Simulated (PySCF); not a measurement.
Electric field gradients and quadrupole coupling constants

C2H2O.
Structure used (PBE0-D3(BJ)/def2-SVP), in Å, numbered top down from 1:
```xyz
5
C2H2O angstrom
C     -0.542    0.023    0.029
C      0.770   -0.032   -0.042
O      1.928   -0.081   -0.105
H     -1.042    0.992    0.049
H     -1.115   -0.903    0.068
```

Field gradients from the B3LYP/pcJ-1 density (PySCF, non-relativistic), principal values in atomic units, ordered |Vxx| ≤ |Vyy| ≤ |Vzz|:

```json
{"atom": "O3", "Vxx": "0.3099", "Vyy": "0.7843", "Vzz": "-1.0942"}
```

Task: Find the asymmetry η = (Vxx − Vyy)/Vzz and the couplings χ = eQV/h (234.96 MHz × Q in barn × V in au), with Q(17O) = −0.0256 b.

Result: 
```
atom         environment  nucleus     η  χzz (MHz)  χxx (MHz)  χyy (MHz)
  O3  oxygen bonded to C      17O  0.43       6.58      -1.86      -4.72
```

The tensor is traceless: Vxx + Vyy + Vzz = 0.

Task: What is Vzz at O3 in SI units (1 au = 9.71736 × 10²¹ V/m²)?

Result: -1.0942 au = -10.633 × 10²¹ V/m².

Task: And the gradient at the other heavy atoms, for which no coupling is worked out here?

Result: 
| atom | environment | Vzz (au) | η |
| --- | --- | --- | --- |
| C1 | outer carbon of cumulated double bonds | -0.218 | 0.58 |
| C2 | central carbon of a ketene | 0.552 | 0.82 |

Geometry: PBE0-D3(BJ)/def2-SVP; no solvent, vibrations or thermal averaging. With so small a basis the couplings can be 20 % off.
